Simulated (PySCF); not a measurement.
Compound: dihydrogen phosphate, H₂O₄P (charge -1).
Z-matrix (Å and degrees, PBE0-D3(BJ)/def2-SVP geometry), rows numbered from 1:
```
O 
P   1  1.5020
O   2  1.5019  1  126.01
O   2  1.6716  1  108.53  3   125.75
O   2  1.6719  1  105.15  3  -127.26
H   4  0.9636  2  102.20  1  -144.61
H   5  0.9635  2  102.07  1    -6.88
```

All values: PBE0/pcSseg-1 (PySCF, non-relativistic), on one gas-phase PBE0-D3(BJ)/def2-SVP geometry that isn't relaxed in the solvent. The solvent is an IEF-PCM continuum (cavity from Bondi-type radii × 1.2). Only the electrostatic response of the medium enters.

Gas phase at PBE0/pcSseg-1: HOMO -2.13 eV, LUMO 5.91 eV.

**Question.** What does the continuum do to the energy and the frontier levels at PBE0/pcSseg-1 in methanol?

**Answer.** 
```
 solvent      ε  E(solvent) − E(gas) (kcal/mol)  polarisation term (kcal/mol)  distortion of the solute (kcal/mol)  HOMO (eV)  LUMO (eV)
methanol  32.61                          -66.00                        -67.33                                 1.33      -7.19       1.95
```

The first energy column is the sum of the next two and covers electrostatics alone.

**Question.** Which radius a makes Born's formula ΔE = −(q²/2a)(1 − 1/ε) give the value in methanol?

**Answer.** a = q²(1 − 1/ε)/(2|ΔE|) = 2.44 Å, with q = -1 e and |ΔE| = 0.1052 Eh; the farthest nucleus lies 1.94 Å from the centroid of the nuclei. The formula assumes a point charge at the centre of a sphere.

**Question.** Which Hirshfeld charges (PBE0/pcSseg-1) respond most in methanol (means over atoms taken as equivalent)?

**Answer.** 
```json
{"atoms": "H6/H7", "environment": "hydroxyl hydrogen", "gas (e)": "+0.134", "solvent (e)": "+0.157", "change": "+0.023"}
{"atoms": "O1/O3", "environment": "oxygen bonded to P", "gas (e)": "-0.509", "solvent (e)": "-0.530", "change": "-0.021"}
{"atoms": "P2", "environment": "phosphoryl phosphorus", "gas (e)": "+0.407", "solvent (e)": "+0.401", "change": "-0.006"}
{"atoms": "O4/O5", "environment": "hydroxyl oxygen", "gas (e)": "-0.329", "solvent (e)": "-0.328", "change": "+0.001"}
```

**Question.** Which Mayer bond orders change most in methanol?

**Answer.** 
```json
{"bond": "P2–O4", "length (Å)": "1.672", "gas": "0.905", "solvent": "0.935", "change": "+0.030"}
{"bond": "P2–O5", "length (Å)": "1.672", "gas": "0.905", "solvent": "0.935", "change": "+0.030"}
{"bond": "O1–P2", "length (Å)": "1.502", "gas": "1.711", "solvent": "1.690", "change": "-0.021"}
{"bond": "P2–O3", "length (Å)": "1.502", "gas": "1.711", "solvent": "1.690", "change": "-0.021"}
{"bond": "O4–H6", "length (Å)": "0.964", "gas": "0.952", "solvent": "0.933", "change": "-0.019"}
{"bond": "O5–H7", "length (Å)": "0.963", "gas": "0.952", "solvent": "0.933", "change": "-0.019"}
```
